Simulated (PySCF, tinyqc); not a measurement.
Worked calculation: CIS and TDHF on RHF in the sto-3g basis, for CH2, spin multiplicity 1. The lowest restricted solution is unstable here: a spin-polarised one lies 0.0296 hartree lower (PySCF). One step of it, computed by the program tinyqc.

Problem. CIS matrix, triplets. A(ia,jb) = (e_a - e_i) d_ij d_ab - (ij|ab).

orbital energies (hartree): MO1 -11.005496, MO2 -0.792158, MO3 -0.488341, MO4 -0.294079, MO5 0.232875, MO6 0.556339, MO7 0.633711

Two-electron integrals over orbitals (pq|rs), unique and non-zero (hartree):
```
(11|11) 3.507913    (21|11) -0.293211   (21|21) 0.039087    (22|11) 0.713521
(22|21) -0.007507   (22|22) 0.538914    (31|31) 0.007184    (32|31) 0.012341
(32|32) 0.138271    (33|11) 0.585995    (33|21) -0.002367   (33|22) 0.501107
(33|33) 0.509070    (41|11) 0.168041    (41|21) -0.019428   (41|22) 0.014341
(41|33) 0.006164    (41|41) 0.026380    (42|11) -0.097005   (42|21) 0.007502
(42|22) 0.019441    (42|33) 0.021713    (42|41) 0.012469    (42|42) 0.079516
(43|31) -0.002459   (43|32) 0.027839    (43|43) 0.035961    (44|11) 0.791928
(44|21) -0.012706   (44|22) 0.495233    (44|33) 0.454285    (44|41) -0.011103
(44|42) -0.087611   (44|44) 0.645573    (51|51) 0.021677    (52|51) 0.023681
(52|52) 0.091198    (53|53) 0.018880    (54|51) -0.013350   (54|52) -0.040620
(54|54) 0.050940    (55|11) 0.851997    (55|21) -0.009300   (55|22) 0.542365
(55|33) 0.471262    (55|41) 0.004883    (55|42) -0.051785   (55|44) 0.573708
(55|55) 0.672833    (61|11) -0.209872   (61|21) 0.030385    (61|22) 0.000841
(61|33) 0.001212    (61|41) -0.004422   (61|42) 0.015287    (61|44) -0.019521
(61|55) -0.005685   (61|61) 0.030499    (62|11) 0.241232    (62|21) -0.005229
(62|22) 0.085659    (62|33) 0.027339    (62|41) 0.014821    (62|42) -0.000826
(62|44) 0.069014    (62|55) 0.124533    (62|61) 0.003692    (62|62) 0.096295
(63|31) 0.001492    (63|32) -0.066338   (63|43) -0.033544   (63|63) 0.084000
(64|11) 0.122200    (64|21) -0.000575   (64|22) 0.037294    (64|33) 0.003642
(64|41) 0.002019    (64|42) -0.017359   (64|44) 0.070227    (64|55) 0.060764
(64|61) 0.000842    (64|62) 0.050895    (64|64) 0.041240    (65|51) 0.015522
(65|52) 0.053487    (65|54) -0.011257   (65|65) 0.041114    (66|11) 0.678985
(66|21) -0.005661   (66|22) 0.524622    (66|33) 0.500998    (66|41) 0.020925
(66|42) 0.053631    (66|44) 0.450322    (66|55) 0.494911    (66|61) 0.007432
(66|62) 0.063492    (66|64) 0.020156    (66|66) 0.560607    (71|31) 0.012092
(71|32) 0.019068    (71|43) -0.004345   (71|63) 0.002090    (71|71) 0.020441
(72|31) 0.009124    (72|32) 0.004123    (72|43) -0.033166   (72|63) 0.045581
(72|71) 0.014390    (72|72) 0.055190    (73|11) 0.252742    (73|21) -0.005756
(73|22) 0.061020    (73|33) 0.025483    (73|41) -0.000534   (73|42) -0.061177
(73|44) 0.119187    (73|55) 0.129659    (73|61) -0.006286   (73|62) 0.074131
(73|64) 0.050998    (73|66) 0.007054    (73|73) 0.120597    (74|31) -0.008458
(74|32) -0.072628   (74|43) 0.003671    (74|63) 0.042178    (74|71) -0.013936
(74|72) -0.009229   (74|74) 0.063943    (75|53) 0.018411    (75|75) 0.022478
(76|31) 0.008041    (76|32) 0.107685    (76|43) 0.040590    (76|63) -0.075827
(76|71) 0.012640    (76|72) -0.023361   (76|74) -0.053136   (76|76) 0.110302
(77|11) 0.735279    (77|21) -0.008686   (77|22) 0.511014    (77|33) 0.508965
(77|41) 0.003972    (77|42) -0.013618   (77|44) 0.515300    (77|55) 0.520672
(77|61) -0.006240   (77|62) 0.044835    (77|64) 0.018231    (77|66) 0.506728
(77|73) 0.065797    (77|77) 0.549353
```

Give: CIS matrix A, triplet.

Solution.

CIS matrix A, triplet (hartree), lower triangle:
```
         1>5      1>6      1>7     2>5      2>6      2>7     3>5      3>6
1>5  10.3864
1>6   0.0000  10.8829
1>7   0.0000   0.0000  10.9039
2>5   0.0093   0.0000   0.0000  0.4827
2>6   0.0000   0.0057   0.0000  0.0000   0.8239
2>7   0.0000   0.0000   0.0087  0.0000   0.0000   0.9149
3>5   0.0000   0.0000   0.0000  0.0000   0.0000   0.0000  0.2500
3>6   0.0000   0.0000  -0.0080  0.0000   0.0000  -0.1077  0.0000   0.5437
3>7   0.0000  -0.0080   0.0000  0.0000  -0.1077   0.0000  0.0000   0.0000
4>5  -0.0049   0.0000   0.0000  0.0518   0.0000   0.0000  0.0000   0.0000
4>6   0.0000  -0.0209   0.0000  0.0000  -0.0536   0.0000  0.0000   0.0000
4>7   0.0000   0.0000  -0.0040  0.0000   0.0000   0.0136  0.0000  -0.0406

         3>7      4>5     4>6     4>7
3>7   0.6131
4>5   0.0000  -0.0468
4>6  -0.0406   0.0000  0.4001
4>7   0.0000   0.0000  0.0000  0.4125
```
